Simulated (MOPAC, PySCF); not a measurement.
C₂H₃N, SMILES `CC#N`, neutral singlet in the gas phase. 

Cartesian coordinates (Å):
```xyz
6

C     -0.4884    -0.0003     0.0013
C      0.9660     0.0006    -0.0027
N      2.1153     0.0013    -0.0058
H     -0.8656    -0.6860    -0.7576
H     -0.8610    -0.3159     0.9760
H     -0.8651     1.0004    -0.2113
```
Charge 0, multiplicity 1.

All levels are single points at this geometry (B3LYP-D3(BJ)/def2-TZVP); Pople sets use spherical d functions. Orbital energies aren't observables, and empty levels follow the basis.

AM1 in MOPAC gives HOMO (eV) = -12.65.

### Question
Estimate the HOMO (eV) from each of these levels: B3LYP-D3(BJ)/def2-TZVP in PySCF; B3LYP/3-21G in PySCF; SVWN5/6-31G* in PySCF; HF/6-31G* in PySCF; PM7 in MOPAC.

### Answer

| level | HOMO (eV) |
|---|---|
| B3LYP-D3(BJ)/def2-TZVP in PySCF | -9.23 |
| B3LYP/3-21G in PySCF | -9.02 |
| SVWN5/6-31G* in PySCF | -7.94 |
| HF/6-31G* in PySCF | -12.49 |
| PM7 in MOPAC | -12.92 |
